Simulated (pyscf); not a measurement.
Structures and frequencies: ωB97X-D3(BJ)/def2-SVP in PySCF.

### Question
Estimate the classical barrier height and the reaction energy of •HC=CH–CH₂–CH₃ → HC≡CH + •H₂C–CH₃ at ωB97M-D3(BJ)/def2-TZVP. The step runs on the doublet surface, breaks C–C and forms none; take the reactant's lowest minimum found as zero.

### Answer
ΔE‡ = 36.4 kcal/mol, ΔE = +28.7 kcal/mol. Zero-point energy shifts the barrier by -3.9 kcal/mol. It is a bond scission, with an imaginary mode of 542i cm⁻¹. •HC=CH–CH₂–CH₃ lies 27.8 kcal/mol over its isomer •H₂C–CH=CH–CH₃, and others may lie lower still (electronic energy, ωB97M-D3(BJ)). One saddle was located; it need not be the lowest between these sides.
